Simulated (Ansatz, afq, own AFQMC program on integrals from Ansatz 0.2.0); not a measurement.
**Where AFQMC and coupled cluster stand for GeNH, quintet**

```xyz
3

Ge    0.0000   -0.0292    0.3009
N     0.0000    0.0385   -1.5921
H     0.0000    1.5661    0.4378
```

Connectivity, by distances: GeH–N.

Basis cc-pVTZ. Only valence electrons are correlated. Integrals, coupled cluster, full CI and functionals: Ansatz 0.2.0; the random walks run on the same integrals in our own AFQMC program. The CISD trial takes its coefficients from CCSD amplitudes. Released means that phaseless walkers are propagated on without the constraint, phases kept. Error bars are statistical, one sigma. No spin–orbit coupling.

Determinant: ROHF, the one that the program's search chose, which needn't be the lowest solution. The geometry is a PBE0/def2-TZVP stationary point of this or a neighbouring charge and spin state.

No full CI on the walks' own integrals is used here; CCSDT(Q) serves as the reference and is uncertain by about the last step of the cluster series.

Cautions: no relativity below Rb; no spin-orbit coupling; inner d shell frozen; another spin lies lower (by 1.91 eV); raised T1 diagnostic (T1 0.040, weight of the determinant 0.87, largest double 0.03); the released energies move by 1.5 errors or more from one time to the next, so no released level is given (meV from the phaseless value at times in 1/Eh: -8 ± 4 at 0.24, -11 ± 4 at 0.51, -20 ± 4 at 0.99, -14 ± 5 at 1.62, -25 ± 4 at 2.40), though the last usable value meets CCSDT(Q) within the noise.

- T1 diagnostic: 0.0403
- weight of the determinant in the CISD state: 0.871
- size of the correlated space: 10 electrons in 72 orbitals

| level | correlation energy (eV) |
| --- | --- |
| MP2 | -5.6916 |
| CCSD | -6.5513 |
| CCSD(T) | -6.7986 |

Q: Estimate where phaseless AFQMC with a CISD trial lies against CCSD(T) on the same integrals.

A: 21.9 ± 4.7 meV below CCSD(T).

Reference: CCSDT(Q), correlation energy -6.848 eV.

```
        level  E − E(reference) (meV)  share of correlation (%)
      CCSD(T)                    49.5                     99.28
        CCSDT                    11.7                     99.83
  ph-AFQMC/HF            134.1 ± 31.8                     98.04
ph-AFQMC/CISD              27.6 ± 4.7                     99.60
```

A walk keeps the symmetry of its determinant, which the program's search chose and which needn't be the lowest solution, so a lower state of the same spin and another symmetry isn't excluded.
